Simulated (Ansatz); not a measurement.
# P₂ (quintet): from Hartree-Fock to the top rungs, 6-31G

Aim: climb from Hartree-Fock through coupled cluster and multireference methods for P₂ (quintet) at one geometry and basis, and see what each rung misses.

Program: Ansatz 0.2.0, Gaussian basis. Level of theory: 6-31G, core rule «outside noble gas», up to 10 orbitals frozen. These are calculated values, not measurements.

Plan: UHF; CCSD(T) on ROHF; CCSD(T) on UHF; BCCD(T) on ROHF; CISD; CCSDT(Q) on ROHF; CCSDT(Q) on UHF; CISDTQ; CCSDTQ on ROHF; CCSDTQ on UHF; CASSCF and MRCISD+Q, 10 electrons in 8 orbitals; CASSCF and NEVPT2, 10 electrons in 8 orbitals; Full CI.

16 further runs of the same task are left out: 6 that didn't finish, 10 set aside as unsound or not needed.

## Step 1: The geometry

The geometry is a PBE0/def2-TZVP stationary point (not a proven minimum) of the parent state, kept for this charge and spin.

2 atoms, charge 0, spin multiplicity 5.

Atoms are counted from 1 here; the program's logs count them from 0.

Bond lengths: P1–P2 2.056 Å.

## Step 2: UHF

File in.yaml:

```yaml
crystal:
  periodic: [false, false, false]
  atoms:
    - {symbol: P, position_ang: [0.000000, 0.000000, 0.000000]}
    - {symbol: P, position_ang: [0.000000, 0.000000, 2.055800]}
basis:
  gaussian: {orbitals: 6-31G}
magnetization: {spin_polarized: true, initial_magnetization: 4}
hamiltonian: {xc: hf}
output: {orbitals: {seedname: orbitals}}
```

On the command line:

```bash
$ ansatz run in.yaml --threads 1 --pin off --events-out ev --progress --plain --max-ram 2393MiB
```

After this run come: CCSD(T) on ROHF; CCSD(T) on UHF; BCCD(T) on ROHF; CISD; CCSDT(Q) on ROHF; CCSDT(Q) on UHF; CISDTQ; CCSDTQ on ROHF; CCSDTQ on UHF; CASSCF and MRCISD+Q, 10 electrons in 8 orbitals; CASSCF and NEVPT2, 10 electrons in 8 orbitals; Full CI.

Before running them: what should the planned runs give, taken together? Wanted: FCI below the RHF energy; RMP2 from FCI; UMP2 from FCI; RCCSD from FCI; RCCSD(T) from FCI; UCCSD(T) from FCI; RCCSDT(Q) from FCI; UCCSDT(Q) from FCI; NEVPT2 valence from FCI.

As calculated:

| quantity | value |
| --- | --- |
| FCI below the RHF energy | -1.6614 eV |
| RMP2 from FCI | +432.9 meV |
| UMP2 from FCI | +418.3 meV |
| RCCSD from FCI | +28.6 meV |
| RCCSD(T) from FCI | +9.1 meV |
| UCCSD(T) from FCI | +9.1 meV |
| RCCSDT(Q) from FCI | +0.6 meV |
| UCCSDT(Q) from FCI | +0.2 meV |
| NEVPT2 valence from FCI | +318.8 meV |
| MRCISD+Q valence from FCI | +2.2 meV |
| levels within 1 kcal/mol (43 meV) | RCCSD, UCCSD, RCCSD(T), UCCSD(T), BCCD(T), RCCSDT, UCCSDT, CISDTQ, RCCSDT(Q), UCCSDT(Q), RCCSDTQ, UCCSDTQ, MRCISD valence, MRCISD+Q valence |
| T1 diagnostic | 0.017 |
| effectively unpaired electrons | 4.02 |

In words: RCCSD(T) lands +9.1 meV from the yardstick (0.5 % of the correlation energy). One determinant dominates. Of the multireference levels listed MRCISD+Q valence comes nearest in total energy (+2.2 meV), which doesn't show that its space is the better one. These misses are within one basis, not against nature; the frozen cores of restricted and unrestricted runs differ, which can shift their rows.
